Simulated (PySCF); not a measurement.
Identify the compound

Molecular formula: C2H3NO2. Simulated spectra:

¹H NMR (600 MHz, computed): δ 8.37 (d, J = 1.2 Hz, 2H), 6.41 (br, 1H).

¹³C{¹H} NMR (computed): δ 149.3 (CH, 2C).

- spin–spin couplings from B3LYP/pcJ-1
- shieldings: GIAO KT2/pcSseg-2
- PBE0-D3(BJ)/def2-SVP structure
- program: PySCF 2.14.0 with density-fitted response routines
- isolated molecule, no relativistic terms, a single conformation, fast rotation and ring inversion assumed for equivalent nuclei

Chemical shifts δ = σref − σ; ¹H, ¹³C against TMS, all at this level.

Q: What is the structure?

A: 
- Rings plus π bonds: 2 (no ring in the answer).
- 1 carbon signal for 2 carbons: some carbons are equivalent by symmetry or fast rotation.
- Carbon types of the structure: 2 × CH, leaving 1 H on heteroatoms.
- δC 149.3: amide carbonyl carbon; lone-pair donation from the attached heteroatom keeps it upfield of a ketone carbonyl.
- δH 8.37: hydrogen on an amide carbonyl carbon.
- δH 6.41: hydrogen on an amide-type nitrogen; exchangeable, gas-phase position.

Structure: Formimide (O=CNC=O).

The data come from this structure; uniqueness wasn't tested.

OH and NH positions are those of a molecule without intermolecular hydrogen bonds; in solution they move with solvent, concentration and temperature, and exchange usually removes their couplings. Amide-type NH protons are broadened by 14N but still split neighbouring CH signals. Multiplet labels drop couplings under 1 Hz and merge nearly equal ones. Shifts are as computed. Against solution values, carbons near 30 ppm lie about +3 ppm off and those near 130 ppm about -1 ppm. Of 1211 compounds with measured shifts, 218 miss one by over three times the rms of a fit or turn the order of signals round; such compounds aren't used in these exercises. The C=O carbon of an acid or of an amide with N–H lies up to 10 ppm further downfield in solution, through hydrogen bonding that the calculation lacks. Vicinal couplings across rotatable single bonds and in flexible rings belong to the one computed conformer; a conformer average would change them.
